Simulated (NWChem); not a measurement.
# One shape, several levels: doublet [SF2]+

We compute a comparison of 4 runs (UHF/3-21G, UB3LYP/6-31G*, UPBE0/def2-TZVP) of doublet [SF2]+. 

Program for the calculation: NWChem 7.3.0.

11 further runs of the same task are left out: 11 set aside as unsound or not needed.

## Step 1: The structure to begin with

[SF2]+ has 3 atoms, charge +1, and is taken as a doublet. As SMILES of the parent species, `FSF`. The coordinates come from a PBE0-D4/def2-TZVP relaxation. That shape belongs to the parent species and isn't relaxed for this state.

Bond lengths: F1–S2 1.590 Å, S2–F3 1.590 Å. Angles: F1–S2–F3 98.6°.

## Step 2: The energy at UHF/3-21G (run 1)

File work.xyz:

```xyz
3
F2S hf
F      0.440140     1.116450     0.365400
S     -0.601990     0.126530    -0.315250
F      0.161840    -1.242970    -0.050150
```

File run.py:

```python
from ase.io import read
from ase.calculators.nwchem import NWChem

system = read('work.xyz')

calc = NWChem(
    label='work',
    theory='scf',
    memory='2200 mb',
    basis='3-21G',
    basispar='spherical bse',
    charge=1,
    scf={'nopen': '1', 'uhf': None, 'thresh': '1e-08', 'maxiter': '80'},
    task='energy',
)
system.calc = calc

print(f"energy = {system.get_potential_energy():.6f} eV")
```

Started as:

```bash
$ export ASE_NWCHEM_COMMAND="nwchem PREFIX.nwi > PREFIX.nwo"
$ python run.py
```

The log of the run:

```text
energy = -16133.830183 eV
```

The calculator wrote work.nwi:

```
title "work"

permanent_dir work

scratch_dir work

start work

geometry units angstrom nocenter noautosym noautoz
  F  4.4013999999999998e-01 1.1164499999999999e+00 3.6540000000000000e-01
  S  -6.0199000000000003e-01 1.2653000000000000e-01 -3.1524999999999997e-01
  F  1.6184000000000001e-01 -1.2429699999999999e+00 -5.0150000000000000e-02
end

charge 1

memory 2200 mb

basis spherical bse noprint
   * library 3-21G
end

scf
  nopen 1
  uhf
  thresh 1e-08
  maxiter 80
end

task scf energy
```

work.nwo:

```text
Northwest Computational Chemistry Package (NWChem) 7.3.0
             --------------------------------------------------------

           Job information
           ---------------

    nwchem branch   = 7.3.0
    use scalapack   = T
    input           = work.nwi
    prefix          = work.
    data base       = work/work.db
    status          = startup
    nproc           =        1

           Memory information
           ------------------

[... 5 lines left out ...]
    hardfail = no
[... 107 lines left out ...]
 1-e energy   =   -1020.484463
[... 9 lines left out ...]
 Convergence threshold     :          1.000E-08
[... 17 lines left out ...]
      One electron energy =  -1037.951850442403
[... 9 lines left out ...]
          Final alpha eigenvalues
[... 241 lines left out ...]
                     UHF Final Beta Molecular Orbital Analysis
[... 222 lines left out ...]
       Multipole analysis of the density wrt the origin
       ------------------------------------------------

     L   x y z        total         alpha         beta         nuclear
     -   - - -        -----         -----         ----         -------
     0   0 0 0      1.000000    -17.000000    -16.000000     34.000000

     1   1 0 0     -1.409805      3.803772      2.749766     -7.963343
[... 8 lines of this table left out ...]
     2   0 0 2    -13.212587    -12.696695    -10.566333     10.050441

 Task  times  cpu:        0.7s     wall:        0.7s
 Total times  cpu:        0.7s     wall:        0.7s
```

It took 2.7 s on 1 thread of AMD EPYC 7R43 (Zen 3), shared host; peak memory 0.096 GiB.

## Step 3: The energy at UB3LYP/6-31G(d) (spherical functions) (run 2)

File run.py:

```python
from ase import Atoms
from ase.calculators.nwchem import NWChem

mol = Atoms(['F', 'S', 'F'], positions=[
    [0.440140, 1.116450, 0.365400],
    [-0.601990, 0.126530, -0.315250],
    [0.161840, -1.242970, -0.050150],
])

calc = NWChem(
    label='a',
    theory='dft',
    memory='2200 mb',
    basis='6-31G*',
    basispar='spherical bse',
    charge=1,
    dft={'xc': 'b3lyp', 'mult': '2', 'grid': 'xfine', 'convergence': 'energy 1e-08', 'iterations': '100', 'mulliken': None},
    task='energy',
)
mol.calc = calc

e = mol.get_potential_energy()
print(f"E = {e:.6f} eV")
```

Started as:

```bash
$ export ASE_NWCHEM_COMMAND="nwchem PREFIX.nwi > PREFIX.nwo"
$ python run.py
```

The log of the run:

```text
E = -16256.786694 eV
```

The calculator wrote a.nwi:

```
title "a"

permanent_dir a

scratch_dir a

start a

geometry units angstrom nocenter noautosym noautoz
  F  4.4013999999999998e-01 1.1164499999999999e+00 3.6540000000000000e-01
  S  -6.0199000000000003e-01 1.2653000000000000e-01 -3.1524999999999997e-01
  F  1.6184000000000001e-01 -1.2429699999999999e+00 -5.0150000000000000e-02
end

charge 1

memory 2200 mb

basis spherical bse noprint
   * library 6-31G*
end

dft
  xc b3lyp
  mult 2
  grid xfine
  convergence energy 1e-08
  iterations 100
  mulliken
end

task dft energy
```

a.nwo:

```text
Northwest Computational Chemistry Package (NWChem) 7.3.0
             --------------------------------------------------------

           Job information
           ---------------

    nwchem branch   = 7.3.0
    use scalapack   = T
    input           = a.nwi
    prefix          = a.
    data base       = a/a.db
    status          = startup
    nproc           =        1

           Memory information
           ------------------

[... 5 lines left out ...]
    hardfail = no
[... 35 lines left out ...]
            Nuclear Dipole moment (a.u.)
[... 67 lines left out ...]
          Convergence on density requested:  1.00D-05
[... 26 lines left out ...]
          Convergence aids based upon iterative change in
[... 31 lines left out ...]
 2-e energy   =     324.409610
[... 64 lines left out ...]
           Coulomb energy =      377.417962803800
[... 332 lines left out ...]
                     DFT Final Beta Molecular Orbital Analysis
[... 402 lines left out ...]
     Multipole analysis of the density
     ---------------------------------

     L   x y z        total         alpha         beta         nuclear
     -   - - -        -----         -----         ----         -------
     0   0 0 0      1.000000    -17.000000    -16.000000     34.000000

     1   1 0 0     -1.098270      3.831056      3.034017     -7.963343
[... 8 lines of this table left out ...]
     2   0 0 2    -13.260809    -12.663743    -10.647507     10.050441

 Task  times  cpu:        7.4s     wall:        7.4s
 Total times  cpu:        7.4s     wall:        7.4s
```

It took 9 s on 1 thread of AMD EPYC 7R43 (Zen 3), shared host; peak memory 0.11 GiB.

Run 3 isn't shown in full; the table further down has it.

## Step 4: The energy at UPBE0/def2-TZVP (run 4)

File run.py:

```python
from ase import Atoms
from ase.calculators.nwchem import NWChem

mol = Atoms(['F', 'S', 'F'], positions=[
    [0.440140, 1.116450, 0.365400],
    [-0.601990, 0.126530, -0.315250],
    [0.161840, -1.242970, -0.050150],
])

calc = NWChem(
    label='job',
    theory='dft',
    memory='2200 mb',
    basis='def2-TZVP',
    basispar='spherical bse',
    charge=1,
    dft={'xc': 'pbe0', 'mult': '2', 'grid': 'fine', 'convergence': 'energy 1e-08', 'iterations': '100', 'mulliken': None},
    task='energy',
)
mol.calc = calc

e = mol.get_potential_energy()
print(f"E = {e:.6f} eV")
```

Started as:

```bash
$ export ASE_NWCHEM_COMMAND="nwchem PREFIX.nwi > PREFIX.nwo"
$ python run.py
```

The log of the run:

```text
E = -16251.441166 eV
```

The calculator wrote job.nwi:

```
title "job"

permanent_dir job

scratch_dir job

start job

geometry units angstrom nocenter noautosym noautoz
  F  4.4013999999999998e-01 1.1164499999999999e+00 3.6540000000000000e-01
  S  -6.0199000000000003e-01 1.2653000000000000e-01 -3.1524999999999997e-01
  F  1.6184000000000001e-01 -1.2429699999999999e+00 -5.0150000000000000e-02
end

charge 1

memory 2200 mb

basis spherical bse noprint
   * library def2-TZVP
end

dft
  xc pbe0
  mult 2
  grid fine
  convergence energy 1e-08
  iterations 100
  mulliken
end

task dft energy
```

job.nwo:

```text
Northwest Computational Chemistry Package (NWChem) 7.3.0
             --------------------------------------------------------

           Job information
           ---------------

    nwchem branch   = 7.3.0
    use scalapack   = T
    input           = job.nwi
    prefix          = job.
    data base       = job/job.db
    status          = startup
    nproc           =        1

           Memory information
           ------------------

[... 5 lines left out ...]
    hardfail = no
[... 35 lines left out ...]
            Nuclear Dipole moment (a.u.)
[... 67 lines left out ...]
          Convergence on density requested:  1.00D-05
[... 25 lines left out ...]
          Convergence aids based upon iterative change in
[... 31 lines left out ...]
 2-e energy   =     324.193899
[... 50 lines left out ...]
           Coulomb energy =      377.500676611978
[... 713 lines left out ...]
                     DFT Final Beta Molecular Orbital Analysis
[... 803 lines left out ...]
     Multipole analysis of the density
     ---------------------------------

     L   x y z        total         alpha         beta         nuclear
     -   - - -        -----         -----         ----         -------
     0   0 0 0      1.000000    -17.000000    -16.000000     34.000000

     1   1 0 0     -1.095077      3.872107      2.996160     -7.963343
[... 8 lines of this table left out ...]
     2   0 0 2    -13.376535    -12.794715    -10.632262     10.050441

 Task  times  cpu:       16.2s     wall:       16.2s
 Total times  cpu:       16.3s     wall:       16.3s
```

Run time: 18 s. Hardware: 1 thread of AMD EPYC 7R43 (Zen 3), shared host; peak memory 0.12 GiB.

## Step 5: All runs side by side

```tsv
run	level	iteration cap	module	energy (Eh)	HOMO energy (eV)	LUMO energy (eV)	⟨S²⟩	wall time
1	UHF/3-21G	80	scf	-592.907328	-22.18	-9.29	0.757	2.7 s
2	UB3LYP/6-31G* (spherical functions)	100	dft	-597.425897	-16.86	-13.30	0.753	9 s
3	UB3LYP/6-31G* (Cartesian functions)	100	dft	-597.430741	–	–	0.753	9.3 s
4	UPBE0/def2-TZVP	100	dft	-597.229452	-17.39	-12.99	0.756	18 s
```

## Step 6: What came out

| quantity | value |
| --- | --- |
| run 4: total energy | -597.22945 Eh |
| run 4: HOMO energy (highest over α and β) | -17.39 eV |
| run 4: LUMO energy (lowest over α and β) | -12.99 eV |
| run 4: ⟨S²⟩ | 0.756 |

In words: Totals of different functionals can't be ranked against each other. All runs together took 39 s, the longest 18 s.
